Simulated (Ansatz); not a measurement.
Input file:

```yaml
crystal:
  periodic: [false, false, false]
  atoms:
    - {symbol: P, position_ang: [0.000000, 0.000000, 0.000000]}
    - {symbol: H, position_ang: [0.000000, 0.000000, 1.428200]}
basis:
  gaussian: {orbitals: def2-SVPD}
total_charge: 1
magnetization: {spin_polarized: false, initial_magnetization: 1}
correlation: {method: ccsd_t, electrons: outside_noble_gas}
```

```sh
$ ansatz run in.yaml --threads 1 --pin off --events-out ev --progress --plain --max-ram 2393MiB
```

The program prints:

```
296 factors; integrals over basis functions are off by at most 1.3e-3 eV
mean field evaluation 1: about -9273.9599 eV, gradient 5.7e0 eV
mean field evaluation 2: about -9273.9599 eV, gradient 5.7e0 eV
mean field evaluation 4: about -9274.1318 eV, gradient 2.4e-1 eV
mean field evaluation 8: about -9274.1322 eV, gradient 8.5e-7 eV
mean field evaluation 16: about -9274.1320 eV, gradient 1.2e-1 eV
mean field evaluation 32: about -9274.1322 eV, gradient 1.7e-4 eV
mean field -9274.13215289 eV, -340.8180703862 hartree, gradient 8.6e-7 eV, S^2 0.750000; 2 other end points of the search recorded, 0 dependent functions left out
mean field evaluation 64: about -9274.2677 eV, gradient 5.0e-2 eV
5 core orbitals not correlated: weight in the atoms' cores, before any rotation towards them, 1.000 or more for the frozen orbitals, at most 0.000 for the correlated occupied ones
reference -9274.13215289 eV, -340.8180703862 hartree; 3, 2 occupied and 24, 25 virtual orbitals, 296 factors
second order -2.07009554 eV of doubles, -0.08036184 eV of singles
cycle   1  -2.63141278 eV  change   -4.8e-1 eV  update   5.6e-2
cycle   2  -2.83427812 eV  change   -2.0e-1 eV  update   2.3e-2
cycle   3  -2.84838037 eV  change   -1.4e-2 eV  update   6.7e-3
cycle   4  -2.85071232 eV  change   -2.3e-3 eV  update   1.7e-3
cycle   5  -2.85024115 eV  change    4.7e-4 eV  update   6.3e-4
cycle   6  -2.85016510 eV  change    7.6e-5 eV  update   2.3e-4
cycle   7  -2.85030690 eV  change   -1.4e-4 eV  update   6.8e-5
cycle   8  -2.85025068 eV  change    5.6e-5 eV  update   1.9e-5
cycle   9  -2.85025526 eV  change   -4.6e-6 eV  update   6.9e-6
cycle  10  -2.85025835 eV  change   -3.1e-6 eV  update   2.6e-6
perturbative correction -0.05752208 eV, -0.0021138973 hartree
Total energy: -9277.03993332 eV, -340.9249293460 hartree
```

Ran on 1 thread of Arm Neoverse V2, shared host: 0.39 s wall, 0.15 GiB peak host memory.
